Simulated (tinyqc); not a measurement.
Worked calculation (part 2 of 2): RKS/PBE in the sto-3g basis, for HF, spin multiplicity 1. Computed by tinyqc, a small Python program that keeps every step (integrals from PySCF). Command: `OMP_NUM_THREADS=1 python tinyqc.py 31851 31852 out.jsonl` (the two numbers bound the seeds that draw the settings). One thread of a shared host (Intel(R) Xeon(R) Processor @ 2.60GHz), about 0.6 s of CPU time with the checks.

Geometry (angstrom):
```
atom         x         y         z
F     0.000000  0.000000  0.000000
H     0.000000  0.000000  1.328000
```

## Iteration 10 (converged): orbitals

converged F (hartree):
```
             1F 1s      1F 2s     1F 2px     1F 2py     1F 2pz      2H 1s
1F 1s   -23.891869  -6.158993   0.000000   0.000000  -0.008795  -0.490708
1F 2s    -6.158993  -2.411814   0.000000   0.000000  -0.047252  -0.394185
1F 2px    0.000000   0.000000  -0.090311   0.000000   0.000000   0.000000
1F 2py    0.000000   0.000000   0.000000  -0.090311   0.000000   0.000000
1F 2pz   -0.008795  -0.047252   0.000000   0.000000  -0.153396  -0.193730
2H 1s    -0.490708  -0.394185   0.000000   0.000000  -0.193730  -0.213738
```

X:
```
                1          2         3          4          5         6
1F 1s   -0.494648   0.642223  0.000000   0.000000  -0.519342  0.367027
1F 2s    0.789571  -0.348666  0.000000   0.000000  -0.302232  0.533135
1F 2px   0.000000   0.000000  0.337466   0.941338   0.000000  0.000000
1F 2py   0.000000   0.000000  0.941338  -0.337466   0.000000  0.000000
1F 2pz   0.409819   0.650349  0.000000   0.000000   0.618784  0.267372
2H 1s   -0.713602  -0.457461  0.000000   0.000000   0.380952  0.489030
```

Diagonalise F' = X^T F X, C = X C', fill 5 alpha and 5 beta electrons from the bottom; D = 2 C_occ C_occ^T. Each column has its largest component positive (the first on a tie).

F' = X^T F X (hartree):
```
           1          2          3          4          5          6
1  -2.488989   4.225199   0.000000   0.000000  -4.188439   3.442123
2   4.225199  -7.206818   0.000000   0.000000   7.557329  -6.444662
3   0.000000   0.000000  -0.090311   0.000000   0.000000   0.000000
4   0.000000   0.000000   0.000000  -0.090311   0.000000   0.000000
5  -4.188439   7.557329   0.000000   0.000000  -8.470591   7.209312
6   3.442123  -6.444662   0.000000   0.000000   7.209312  -6.823908
```

orbital energies (hartree): MO1 -23.902387, MO2 -0.884461, MO3 -0.263065, MO4 -0.090311, MO5 -0.090311, MO6 0.059608

coefficients C:
```
              MO1        MO2        MO3        MO4       MO5        MO6
1F 1s    0.994475  -0.259540   0.058533   0.000000  0.000000   0.042234
1F 2s    0.022503   0.995224  -0.276948   0.000000  0.000000  -0.229977
1F 2px   0.000000   0.000000   0.000000  -0.220439  0.975401   0.000000
1F 2py   0.000000   0.000000   0.000000   0.975401  0.220439   0.000000
1F 2pz   0.001028   0.063323   0.674468   0.000000  0.000000  -0.765748
2H 1s   -0.003139   0.106897   0.616299   0.000000  0.000000   0.843512
```

D after iteration 10:
```
            1F 1s      1F 2s    1F 2px    1F 2py     1F 2pz      2H 1s
1F 1s    2.119536  -0.504264  0.000000  0.000000   0.048132   0.010416
1F 2s   -0.504264   2.135354  0.000000  0.000000  -0.247498  -0.128733
1F 2px   0.000000   0.000000  2.000000  0.000000   0.000000   0.000000
1F 2py   0.000000   0.000000  0.000000  2.000000   0.000000   0.000000
1F 2pz   0.048132  -0.247498  0.000000  0.000000   0.917837   0.844879
2H 1s    0.010416  -0.128733  0.000000  0.000000   0.844879   0.782522
```

Within a degenerate level the vectors are fixed only up to a rotation; this is one choice.

## Convergence

Stop when the energy changes by less than 1e-10 hartree and every element of the error matrix X^T (F D S - S D F) X is below 3e-06.

Course of the cycle:
```
iteration   E (hartree)     change  largest element of the error matrix
1          -97.58686821          -                             2.43e+00
2          -98.68207704  -1.10e+00                             2.72e-01
3          -98.43459718   2.47e-01                             4.60e-01
4          -98.79010970  -3.56e-01                             5.10e-02
5          -98.79257950  -2.47e-03                             2.06e-02
6          -98.79258483  -5.33e-06                             2.09e-02
7          -98.79313950  -5.55e-04                             3.39e-04
8          -98.79313966  -1.56e-07                             1.86e-05
9          -98.79313966  -2.27e-09                             1.46e-06
10         -98.79313966  -2.69e-12                             3.80e-07
```

PySCF RKS in the same basis, fine grid = -98.77679966 hartree

Converged in 10 iterations. The coarse grid moves the energy by -1.63e-02 hartree.

## Populations, bond orders and dipole

overlap S:
```
           1F 1s     1F 2s    1F 2px    1F 2py    1F 2pz     2H 1s
1F 1s   1.000000  0.237990  0.000000  0.000000  0.000000  0.018728
1F 2s   0.237990  1.000000  0.000000  0.000000  0.000000  0.225465
1F 2px  0.000000  0.000000  1.000000  0.000000  0.000000  0.000000
1F 2py  0.000000  0.000000  0.000000  1.000000  0.000000  0.000000
1F 2pz  0.000000  0.000000  0.000000  0.000000  1.000000  0.202650
2H 1s   0.018728  0.225465  0.000000  0.000000  0.202650  1.000000
```

Mulliken: Z minus the diagonal of D S on the atom; Loewdin: the same with S^(1/2) D S^(1/2); Mayer order: 2 sum_s sum (D(s) S)_ij (D(s) S)_ji over the two atoms.

Charges (e):
```
atom   Mulliken    Loewdin
1F    -0.075092  -0.062248
2H     0.075092   0.062248
```

Mayer bond orders:
```
pair     order
2-1   0.994361
```

dipole moment about the origin, x y z (debye): 0.000000  0.000000  0.809151
